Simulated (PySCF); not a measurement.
allene cation (C3H4), SMILES C=C=C (connectivity only; charge and spin as stated), charge +1, multiplicity 2. Atoms are numbered in the order given.

```xyz
7

C     -1.3142     0.0000     0.0000
C      0.0000     0.0000     0.0000
C      1.3142     0.0000     0.0000
H     -1.8758     0.8512    -0.3908
H     -1.8758    -0.8512     0.3908
H      1.8758    -0.8512    -0.3908
H      1.8758     0.8512     0.3908
```
Charge +1, spin multiplicity 2.

Geometry optimised at TPSSh-D3(BJ)/def2-TZVP. The spin state was assumed, not searched.

These are TDA-B3LYP/def2-SVPD run with PySCF values and carry that method's errors.

Vertical excitations. 

| state | energy (eV) | λ (nm) | f | main pairs |
|---|---|---|---|---|
| root 1 | 2.43 | 510 | 0.007 | β HOMO→LUMO 95 % |
| root 2 | 3.62 | 342 | 0.000 | α HOMO→LUMO 96 % |
| root 3 | 4.86 | 255 | 0.004 | α HOMO−1→LUMO 39 %, β HOMO→LUMO+1 56 % |
| root 4 | 5.54 | 224 | 0.001 | α HOMO−1→LUMO 7 %, β HOMO−1→LUMO 84 % |
| root 5 | 5.92 | 209 | 0.006 | α HOMO→LUMO+1 57 %, α HOMO−1→LUMO 32 %, β HOMO→LUMO+1 8 % |
| root 6 | 6.37 | 195 | 0.000 | β HOMO−2→LUMO 93 % |
| root 7 | 6.48 | 191 | 0.007 | β HOMO−3→LUMO 99 % |
| root 8 | 7.28 | 170 | 0.000 | α HOMO−1→LUMO+1 52 %, β HOMO→LUMO+2 43 % |
| root 9 | 8.11 | 153 | 0.005 | α HOMO→LUMO+2 7 %, β HOMO−4→LUMO 90 % |
| root 10 | 8.22 | 151 | 0.292 | α HOMO−2→LUMO 62 %, α HOMO→LUMO+1 11 %, β HOMO→LUMO+1 11 % |
Unrestricted roots are not spin-pure.
